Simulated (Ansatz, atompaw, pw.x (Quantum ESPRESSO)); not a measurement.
## Equation-of-state test of one PAW (atompaw) potential (Tc (Z = 43))

| Quantity | Value |
| --- | --- |
| Element | Tc (Z = 43) |
| Generator | atompaw 4.2.0.5 |
| Type | PAW |
| Functional | PBEsol |
| Relativity | scalar-relativistic |
| Frozen core | [Ar] 3d10 |
| Valence charge | 15 |
| Reference configuration | 4s2 4p6 4d5 5s2 5p0 |
| Partial waves | 4s (bound): rc 1.70 bohr; 5s (bound): rc 2.10 bohr; 4p (bound): rc 1.70 bohr; 5p (bound, empty): rc 2.10 bohr; 4d (bound): rc 2.05 bohr; 4d channel at 2.45 Ry: rc 2.10 bohr |
| Local potential | troulliermartins scheme with l = 3 at -0.5 Ry, radius 1.65 bohr |
| Core correction | smooth core density matched at 1.10 bohr |
| Augmentation charge | sinc compensation charge, radius 1.65 bohr; PAW radius 2.10 bohr; waves and projectors: custom polynom2 7 10 vanderbiltortho |

Atomic tests: cutoffs needed: 25 Ry and 80 Ry (the cutoffs (Ry, on a coarse ladder) from which the occupation-weighted sum of valence levels, in a spherical-Bessel basis at the reference potential, stays within 10 and 1 mRy of its value at 400 Ry); ghost test: no extra level below or beside the all-electron valence levels (s, p, d, f tested) (spherical-Bessel basis up to 400 Ry, 20 bohr box); lowest eigenvalue of the overlap operator: 0.56 (s channel).

Crystal test: bcc Tc in pw.x 7.5, no spin, 15³ k-points, Fermi–Dirac smearing 0.01 Ry, cutoffs 100/900 Ry. The reference is all-electron LAPW (Ansatz 0.2.0) with the same functional, mesh and smearing; V0 and B0 come from Birch–Murnaghan fits to the pressures at five volumes. Errors are pseudo minus all-electron; Δ is the rms difference of the E(V) curves that follow from these fits, minima aligned, over ±6 % about the mean V0. Mesh and smearing are coarse, so the numbers serve the comparison and aren't converged zero-temperature values; the lattice is a test structure that the element need not adopt.

| V (Å³/atom) | P all-electron (GPa) | P pseudo (GPa) |
| --- | --- | --- |
| 13.494 | 18.26 | 17.48 |
| 13.849 | 8.52 | 7.80 |
| 14.204 | 0.02 | -0.64 |
| 14.559 | -7.38 | -7.99 |
| 14.914 | -13.82 | -14.42 |

All-electron: a0 = 3.051 Å (V0 = 14.20 Å³/atom), B0 = 316.6 GPa.

Pseudopotential: mean pressure error (GPa): -0.67; a0 (Å): 3.049; a0 error (%): -0.07; B0 error (%): +0.4; Δ (meV/atom): 2.1.

Question: At the middle volume, how do free energy and pressure move when the wave cutoff is lowered (ecutrho held at 900 Ry)?

Answer:

```json
{"cutoff (Ry)": "45", "shift of F (meV/atom)": "+15.2", "shift of P (GPa)": "-0.04"}
{"cutoff (Ry)": "60", "shift of F (meV/atom)": "+6.3", "shift of P (GPa)": "+0.06"}
{"cutoff (Ry)": "80", "shift of F (meV/atom)": "+1.7", "shift of P (GPa)": "+0.05"}
```

The run at the middle volume (120 k-points, 9 iterations) took about 20 s on one core of a shared host (AMD EPYC 9R45 96-Core Processor, 96 threads, 376 GiB, load 34).
